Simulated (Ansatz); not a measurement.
in.yaml

```yaml
crystal:
  periodic: [false, false, false]
  atoms:
    - {symbol: N, position_ang: [0.000000, 0.000000, 0.000000]}
    - {symbol: H, position_ang: [0.000000, 0.000000, 1.428000]}
basis:
  gaussian: {orbitals: aug-cc-pVDZ}
magnetization: {spin_polarized: false}
correlation: {method: ccsdt_q, electrons: all}
```

```sh
$ ansatz run in.yaml --threads 1 --pin off --events-out ev --progress --plain --max-ram 2393MiB
```

Output:

```
512 factors; integrals over basis functions are off by at most 1.2e-7 eV
mean field evaluation 1: about -1490.9732 eV, gradient 7.3e0 eV
mean field evaluation 2: about -1490.9732 eV, gradient 7.3e0 eV
mean field evaluation 4: about -1491.2199 eV, gradient 5.9e-1 eV
mean field evaluation 8: about -1491.2225 eV, gradient 2.1e-4 eV
mean field evaluation 16: about -1486.2847 eV, gradient 3.2e1 eV
mean field evaluation 32: about -1491.2219 eV, gradient 2.7e-1 eV
mean field -1491.22253015 eV, -54.8014171963 hartree, gradient 8.5e-7 eV, S^2 0.000000; 2 other end points of the search recorded, 0 dependent functions left out; unrestricted orbitals would lower it
mean field evaluation 64: about -1493.2969 eV, gradient 7.5e-4 eV
unrestricted determinant -1493.29690380 eV, -54.8776490215 hartree, S^2 1.0205
reference -1491.22253015 eV, -54.8014171963 hartree; 4, 4 occupied and 28, 28 virtual orbitals, 512 factors
second order -3.85751721 eV of doubles, -0.00000000 eV of singles
cycle   1  -4.36697871 eV  change   -5.1e-1 eV  update   7.2e-2
cycle   2  -4.72960809 eV  change   -3.6e-1 eV  update   3.9e-2
cycle   3  -4.86011925 eV  change   -1.3e-1 eV  update   2.5e-2
cycle   4  -4.86142994 eV  change   -1.3e-3 eV  update   1.8e-2
cycle   5  -4.88324472 eV  change   -2.2e-2 eV  update   1.8e-2
cycle   6  -4.94211511 eV  change   -5.9e-2 eV  update   1.7e-2
cycle   7  -5.10394375 eV  change   -1.6e-1 eV  update   1.6e-2
cycle   8  -5.25299497 eV  change   -1.5e-1 eV  update   1.1e-2
cycle   9  -5.26367589 eV  change   -1.1e-2 eV  update   5.4e-3
cycle  10  -5.28891740 eV  change   -2.5e-2 eV  update   3.3e-3
cycle  11  -5.29648417 eV  change   -7.6e-3 eV  update   1.4e-3
cycle  12  -5.29173536 eV  change    4.7e-3 eV  update   5.6e-4
cycle  13  -5.29602382 eV  change   -4.3e-3 eV  update   3.1e-4
cycle  14  -5.29410630 eV  change    1.9e-3 eV  update   1.4e-4
cycle  15  -5.29459709 eV  change   -4.9e-4 eV  update   4.8e-5
cycle  16  -5.29452302 eV  change    7.4e-5 eV  update   1.7e-5
cycle  17  -5.29457380 eV  change   -5.1e-5 eV  update   8.0e-6
cycle  18  -5.29458086 eV  change   -7.1e-6 eV  update   3.7e-6
cycle  19  -5.29458282 eV  change   -2.0e-6 eV  update   1.8e-6
cycle  20  -5.29458117 eV  change    1.7e-6 eV  update   8.9e-7
cycle  21  -5.29458207 eV  change   -9.0e-7 eV  update   3.6e-7
perturbative correction -0.04173679 eV, -0.0015337988 hartree
WARN: these amplitudes may be one of several solutions (largest doubles amplitude 0.82, level shift 0.00 eV)
Total energy: -1496.55884901 eV, -54.9975232973 hartree
```

Ran on 1 thread of Arm Neoverse V1, shared host: 1.9 s wall, 0.11 GiB peak host memory.
